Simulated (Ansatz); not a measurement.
System: C2H, charge 0, multiplicity 2. It need not be the lowest isomer of its formula. SMILES: [C]#C
Coordinates optimised at B3LYP-D3(BJ)/def2-TZVP (Ansatz, a first-principles code):
```
C
C 1 1.2000
H 1 1.0642 2 180.00
```
Charge 0, spin multiplicity 2.

Atomisation energy built up term by term with Ansatz (kcal/mol; UHF references for open shells; valence terms freeze the core; atomic spin-orbit terms are left out). CBS(X,Y): correlation extrapolated as X^-3; Hartree-Fock from the larger set.

The UHF reference is spin-contaminated (<S^2> 0.36 over the pure value in the largest basis). The T1 diagnostic of CCSD in the largest basis is 0.062, which is high, so the coupled-cluster rows are less sure than usual.

```json
[
 {"term": "Hartree-Fock", "basis": "def2-QZVPPD", "kcal/mol": "…"},
 {"term": "CCSD correlation", "basis": "CBS(def2-TZVPPD,def2-QZVPPD)", "kcal/mol": "…"},
 {"term": "(T)", "basis": "CBS(def2-TZVPPD,def2-QZVPPD)", "kcal/mol": "7.30"},
 {"term": "CCSDT - CCSD(T)", "basis": "cc-pVDZ", "kcal/mol": "0.59"},
 {"term": "(Q)", "basis": "cc-pVDZ", "kcal/mol": "0.58"},
 {"term": "core correlation", "basis": "cc-pwCVTZ", "kcal/mol": "2.00"},
 {"term": "scalar relativity (X2C)", "basis": "cc-pVTZ-DK against cc-pVTZ", "kcal/mol": "-0.27"},
 {"term": "sum: De", "basis": "", "kcal/mol": "…"}
]
```

Fill in the missing entries.


- Hartree-Fock, kcal/mol: 185.66
- CCSD correlation, kcal/mol: 70.08
- sum: De, kcal/mol: 265.9
